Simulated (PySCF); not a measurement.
# P2: everyday levels beside a composite calculation

PySCF; the state is a singlet (closed shell). The composite is CCSD(T) extrapolated to the basis-set limit from two correlation-consistent sets, with core-valence (CV) and scalar-relativistic (SR) terms as its label shows; it has no spin–orbit coupling and nothing beyond (T). Here it is CCSD(T)/CBS(TQ)+CV+SR. It gives Re = 1.892 Å, ωe = 794 cm⁻¹ and De = 5.05 eV to P + P.

| level | basis | relativity | Re (Å) | ωe (cm⁻¹) | De (eV) |
| --- | --- | --- | --- | --- | --- |
| RHF | aug-cc-pV(D+d)Z | no relativity | 1.860 | 912 | 1.56 |
| RHF-SCS-MP2 | 6-31G(d,p) | no relativity | 1.930 | 729 | 3.96 |
| PBE | def2-TZVPPD | no relativity | 1.904 | 784 | 5.30 |
| r²SCAN | def2-SVP | no relativity | 1.901 | 813 | 4.70 |
| r²SCAN | def2-SVPD | no relativity | 1.902 | 811 | 4.75 |
| r²SCANh | def2-SVP | no relativity | 1.893 | 828 | 4.55 |
| B3LYP | def2-TZVPP | no relativity | 1.889 | 811 | 5.02 |
| PBE0 | def2-SVPD | no relativity | 1.892 | 831 | 4.73 |
| PBE0 | def2-TZVP | no relativity | 1.882 | 833 | 4.83 |
| PBE0 | def2-TZVPPD | no relativity | 1.881 | 834 | 4.85 |

**Question.** Give the difference of each row from the composite.

**Answer.** 

```
      level            basis  ΔRe (pm)  Δωe (%)  ΔDe (eV)
        RHF  aug-cc-pV(D+d)Z      -3.2    +14.9     -3.49
RHF-SCS-MP2       6-31G(d,p)      +3.8     -8.2     -1.09
        PBE      def2-TZVPPD      +1.2     -1.3     +0.25
     r²SCAN         def2-SVP      +0.9     +2.4     -0.35
     r²SCAN        def2-SVPD      +1.0     +2.1     -0.30
    r²SCANh         def2-SVP      +0.1     +4.3     -0.50
      B3LYP       def2-TZVPP      -0.3     +2.1     -0.03
       PBE0        def2-SVPD      +0.0     +4.7     -0.32
       PBE0        def2-TZVP      -1.0     +4.9     -0.22
       PBE0      def2-TZVPPD      -1.1     +5.0     -0.20
```

**Question.** Which rows come closest in De?

**Answer.** B3LYP in def2-TZVPP (-0.03 eV), counted from the composite.

Measured (Huber and Herzberg, Constants of Diatomic Molecules (1979)): Re = 1.8934 Å, ωe = 780.77 cm⁻¹; the composite is off by -1.6 mÅ and +12.9 cm⁻¹.

Correlated steps freeze 10 core orbitals. Correlated levels converge slowly with the basis: in double zeta they bind strong bonds too weakly, by up to about 1 eV, and carry superposition errors of some tenths. Where the molecule has an RHF reference, its open-shell atoms are computed with UHF.
